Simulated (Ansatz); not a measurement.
System: C2H, charge 1, singlet. A triplet may lie lower; no result for it is given here. C2H+ (parent SMILES C#[C], singlet).
B3LYP-D3(BJ)/def2-TZVP minimum from Ansatz (an electronic-structure program):
```xyz
3

C      0.7620     0.1642     0.1293
C     -0.5009    -0.1573    -0.1417
H     -1.5667    -0.0413     0.0742
```
Charge +1, spin multiplicity 1.

Hartree-Fock and MP2 correlation energies in hartree (Ansatz). UHF or UKS for unpaired electrons; spin-orbit terms are left out. Cores are frozen in correlated methods. No relativity. The T1 diagnostic of C2H+ (parent SMILES [C]#C, singlet) reaches 0.185 in the sets run. The restricted determinant of C2H+ (parent SMILES [C]#C, singlet) is unstable towards broken spin symmetry in at least one set run. The spin of C2H+ (parent SMILES [C]#C, singlet) was assumed, and the state is the lowest solution found for it.

```csv
basis,X,E(HF),"E(corr, MP2)"
cc-pVTZ,3,-75.72005,-0.22048
cc-pVQZ,4,-75.72440,-0.23544
cc-pV5Z,5,-75.72536,withheld
```

Q: Fit E(corr) = E∞ + A/X³ to X = 3 and 4, predict X = 5, and compare with the run.

A: A = (-0.22048 - (-0.23544))/(1/27 - 1/64) = 0.6987; E∞ = -0.23544 - A/64 = -0.24636; at X = 5, E∞ + A/125 = -0.24077. The run gave -0.24127, 0.50 mEh below the prediction. The same form on X = 4 and 5 gives E∞ = -0.24739, 1.03 mEh below the first estimate.
